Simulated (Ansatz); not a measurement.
AlH₂Cl⁺. Charge 1, multiplicity 2. Geometry r2SCAN-D4/def2-TZVP, that of the neutral singlet; atoms count from 1.

Cartesian coordinates in Å:
```
Al 0.1086 -0.0005 0.1175
H 1.4797 0.7235 -0.1541
H -0.2724 -0.7314 1.4586
Cl -1.3159 0.0085 -1.4220
```

**Question.** Estimate the Mulliken populations from the PBE0/def2-TZVP orbitals of Ansatz.

**Answer.** 
| atom | charge (e) | spin (α − β) |
| --- | --- | --- |
| Al1 | 0.61 | 0.05 |
| H2 | 0.13 | 0.26 |
| H3 | 0.13 | 0.26 |
| Cl4 | 0.13 | 0.42 |
Mulliken values and Mayer orders depend strongly on the basis.

**Question.** Where does the spin sit?

**Answer.** Summed by element: Al 0.05, H 0.53, Cl 0.42, of 1 unpaired in all. Largest on single atoms: Cl4 0.42, H2 0.26, H3 0.26.

**Question.** And the Mayer bond orders between bonded heavy atoms (over 0.3)?

**Answer.** Al1–Cl4 1.31 (2.10 Å).
